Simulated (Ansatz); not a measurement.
`CC(O)Cl` + H₂ → `CCCl` + H₂O at 600 K and 1 bar (hydrogenolysis of a C–O bond).

Isolated molecules relaxed with PBE0-D4/def2-TZVP in Ansatz; ΔE leaves out vibrations. CCSD(T)/CBS adds triple-zeta CCSD(T) − MP2 to the extrapolated MP2 energy (def2 sets, frozen cores). This one scheme is used for every species. Each species was taken in one conformer, which may not be the lowest.

```json
{"species": "`CC(O)Cl`", "CCSD(T)/CBS energy (Eh)": "-614.06791", "H − E (kJ/mol)": "233.5", "S (J/(mol·K))": "365.8"}
{"species": "H₂", "CCSD(T)/CBS energy (Eh)": "-1.17544", "H − E (kJ/mol)": "43.9", "S (J/(mol·K))": "150.8"}
{"species": "`CCCl`", "CCSD(T)/CBS energy (Eh)": "-538.89655", "H − E (kJ/mol)": "212.5", "S (J/(mol·K))": "329.5"}
{"species": "H₂O", "CCSD(T)/CBS energy (Eh)": "-76.37941", "H − E (kJ/mol)": "76.8", "S (J/(mol·K))": "212.8"}
```

H − E and S are ideal-gas, rigid-rotor, harmonic terms from PBE0-D4/def2-TZVP, for one conformer and one mirror image of each species. The MP2-based limit puts H₂ 0.8 mEh under its directly extrapolated value; such offsets cancel only in part. 1 Eh = 2625.50 kJ/mol, R = 8.31446 J/(mol·K).

Q: By hand: ΔE, ΔH, ΔS and ΔG.

A: ΔE = (-538.89655) + (-76.37941) − (-614.06791) − (-1.17544) = -0.03261 Eh = -85.6 kJ/mol. Δ(H − E) = 212.5 + 76.8 − 233.5 − 43.9 = 11.9, so ΔH = -73.7 kJ/mol. ΔS = 329.5 + 212.8 − 365.8 − 150.8 = 25.7 J/(mol·K). ΔG = -73.7 − 600 × (25.7)/1000 = -89.1 kJ/mol.

Q: By hand: the equilibrium constant, and the temperature at which ΔG would vanish if ΔH and ΔS stayed fixed.

A: log₁₀ K = −ΔG/(RT ln 10) = 7.8. ΔH and −TΔS have one sign here, so there is no such temperature.

ΔH outweighs TΔS. A doubt of 5 kJ/mol in ΔE shifts log₁₀ K by 0.4 here. Other conformers and mirror images would add mixing entropy, several J/(mol·K) or more a flexible species. These are equilibria of isolated gas molecules and say nothing of rates. Largest T1 diagnostic: 0.010 (customary marks: 0.02 for closed shells, 0.045 for open ones).
